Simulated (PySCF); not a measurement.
**EPR parameters of [C5H5F]-**

Species: C₅H₅F (charge -1 and doublet state).
Z-matrix (Å and degrees, GFN2-xTB geometry), rows numbered from 1:
```
C 
C   1  1.2381
C   2  1.3668  1  163.40
C   3  1.4171  2  127.08  1   109.17
C   4  1.5027  3  121.27  2  -165.45
F   4  1.4284  3  116.59  2   -27.33
H   1  1.0678  2  141.91  3   173.67
H   3  1.0920  2  117.19  1   -87.07
H   5  1.0947  4  110.30  3  -165.45
H   5  1.0906  4  109.45  3   -46.47
H   5  1.1064  4  113.96  3    74.17
```

The hyperfine couplings belong to this conformer and change with its torsions.

As a line formula: `[H]/[C-]=[C]/C=C(/C)F` [radical] (charge -1).

Computed with UKS B3LYP, pcH-1 on C F H, non-relativistic, mean-field spin-orbit, GIAO (PySCF). Whether the extra electron is bound in the gas phase wasn't checked; a finite basis holds it in any case. Couplings are sensitive to structure, and on GFN2-xTB geometries they can be far from those on DFT ones, by a factor of two or more for some ions and for spin on atoms past the first row. The frame is twisted about the C2–C3 bond at this geometry (dihedral C1–C2–C3–H8 = -87°); couplings at other torsion angles weren't computed. The SCF solution wasn't tested for stability.

| Quantity | Value |
| --- | --- |
| g1, g2, g3 | 2.00209, 2.00310, 2.00331 |
| g_iso | 2.00284 |
| Form of g | rhombic: the two nearest values differ by 17 % of g3 − g1 |
| ⟨S²⟩ | 0.7615 (exact 0.7500) |
| α and β electrons | 23, 22 |
| Total energy | -293.29041 Eh |

Hyperfine couplings atom by atom, in 10⁻⁴ cm⁻¹; T1 to T3 are the principal values of the dipolar part (1 × 10⁻⁴ cm⁻¹ = 2.998 MHz):

| atom | isotope | a_iso | T1 | T2 | T3 | Mulliken spin population |
| --- | --- | --- | --- | --- | --- | --- |
| C1 | 13C | 29.6 | -7.1 | -5.7 | 12.8 | 0.28 |
| C2 | 13C | -4.1 | -2.9 | -1.1 | 4.0 | 0.02 |
| C3 | 13C | -1.5 | -4.6 | -4.1 | 8.7 | 0.11 |
| C4 | 13C | 60.8 | -16.9 | -16.0 | 32.8 | 0.53 |
| C5 | 13C | 10.6 | -1.0 | -0.3 | 1.3 | -0.04 |
| F6 | 19F | 58.0 | -39.8 | -30.7 | 70.4 | 0.02 |
| H7 | 1H | 12.1 | -3.1 | -0.2 | 3.4 | 0.01 |
| H8 | 1H | -3.8 | -2.0 | -0.6 | 2.6 | -0.01 |
| H9 | 1H | 7.5 | -1.6 | -1.0 | 2.5 | 0.00 |
| H10 | 1H | 0.9 | -1.4 | -1.0 | 2.3 | 0.00 |
| H11 | 1H | 21.4 | -1.1 | -0.9 | 2.0 | 0.08 |

The largest Mulliken spin populations are on C4 (+0.53), C1 (+0.28), C3 (+0.11) and H11 (+0.08). The angles at C4 add up to 347.5°, so it is slightly pyramidal.

C2, the radical centre as drawn in `[H]/[C-]=[C]/C=C(/C)F`, holds a spin population of +0.02 out of 1.

Axes: g2 points within 9° of the C2–C3 bond.

Under fast tumbling the dipolar parts average out, and these isotropic splittings remain: 1 × 19F (F6, I = 1/2, 2 lines) with 6.21 mT, 1 × 1H (H7, I = 1/2, 2 lines) with 1.29 mT, 3 × 1H (H9/H10/H11, I = 1/2, 4 lines) with 1.06 mT and 1 × 1H (H8, I = 1/2, 2 lines) with 0.41 mT.

Class means assume fast exchange of nuclei equivalent by connectivity; if that motion is slow, each nucleus keeps its own coupling. The three 1H nuclei of mean +29.8 MHz run from 2.8 to 64.3 MHz in the frozen geometry.

The 13C coupling of C4 (182.2 MHz) shows only in satellite lines or after enrichment, since that isotope makes up about 1.07 % of natural carbon.

The run took 27 s (grids of density and orbitals included) on one thread of an Arm Neoverse V1, on a shared host, and the process peaked at 0.68 GiB of memory.
